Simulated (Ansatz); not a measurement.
BFH₄Si, SMILES `FB[SiH3]` at its PBE0-D4/def2-TZVP geometry, where that method's forces vanish. Charge 0, multiplicity 1.

```xyz
7

F    -1.1627    1.3520    1.2709
B    -0.5613    1.0451    0.1355
Si    0.4010   -0.7333   -0.0948
H    -0.6255    1.8708   -0.7377
H     1.7994   -0.4739   -0.5383
H    -0.2782   -1.5012   -1.1767
H     0.4272   -1.5594    1.1411
```

What forces (eV/Å) does PBE-D4/def2-TZVPP give on these atoms in Ansatz 0.2.0? (Best estimate.)

Computed: 
```
F1  -0.246  0.126  0.468
B2   0.221 -0.170 -0.349
Si3 -0.061  0.105  0.051
H4  -0.008  0.106 -0.117
H5   0.146  0.016 -0.055
H6  -0.060 -0.085 -0.120
H7   0.008 -0.099  0.122
```
